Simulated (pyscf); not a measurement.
Hydrogen abstraction: F–SiH•–F + NH₃ → F–SiH₂–F + NH₂•

Gas phase, doublet surface, charge 0. Bonds broken: N5–H6. Bonds formed: Si2–H6. Single points on ωB97X-D3(BJ)/def2-SVP structures (PySCF, gas phase).

Transition state (Å):

```xyz
8

F      1.8416     0.1520    -1.3714
Si     0.2203     0.1606    -1.3822
F     -0.2395     1.6434    -1.8490
H     -0.2420    -0.8114    -2.4042
N     -0.2315     0.4619     1.4992
H     -0.2532    -0.0101     0.1369
H      0.7938     0.5131     1.6065
H     -0.4914     1.4420     1.3062
```

One imaginary mode, 1151i cm⁻¹; descent along it reached the two sides named.

| bond | change | reactant side (Å) | saddle | product side |
|---|---|---|---|---|
| N5–H6 | breaks | 1.017 | 1.442 | 2.8 |
| Si2–H6 | forms | 2.9 | 1.600 | 1.473 |

Electronic energies relative to the separated reactants (eV):

```tsv
level	barrier	reaction energy	reverse barrier
ωB97X-D3(BJ)/def2-TZVP	0.76	+0.53	0.23
PBE/def2-TZVP	0.70	+0.82	-0.13
r²SCAN/def2-TZVP	0.69	+0.61	0.08
B3LYP-D3(BJ)/def2-TZVP	0.71	+0.59	0.12
PBE0-D3(BJ)/def2-TZVP	0.75	+0.67	0.08
M06-2X/def2-TZVP	0.95	+0.69	0.26
ωB97M-D3(BJ)/def2-TZVP	0.82	+0.56	0.25
HF/def2-TZVP	1.05	+0.04	1.02
```

With ωB97M-D3(BJ)/def2-TZVP energies and thermal terms (ideal gas, 1 atm, RRHO with modes under 100 cm⁻¹ raised to 100, one conformer, R ln 2 for rigid chiral ones), in eV:

```json
[
 {"T (K)": "298", "ΔH‡": "0.67", "ΔG‡": "1.08", "ΔH": "+0.42", "ΔG": "+0.44"},
 {"T (K)": "600", "ΔH‡": "0.70", "ΔG‡": "1.48", "ΔH": "+0.43", "ΔG": "+0.46"},
 {"T (K)": "900", "ΔH‡": "0.75", "ΔG‡": "1.86", "ΔH": "+0.45", "ΔG": "+0.48"},
 {"T (K)": "1200", "ΔH‡": "0.79", "ΔG‡": "2.23", "ΔH": "+0.46", "ΔG": "+0.48"}
]
```

At PBE the saddle lies under the separated products, which points to a path from their complex (located at ωB97X-D3(BJ) alone), and parting the products costs more than the saddle. One saddle was located; it need not be the lowest between these sides. The angle at the transferred H is 149°.
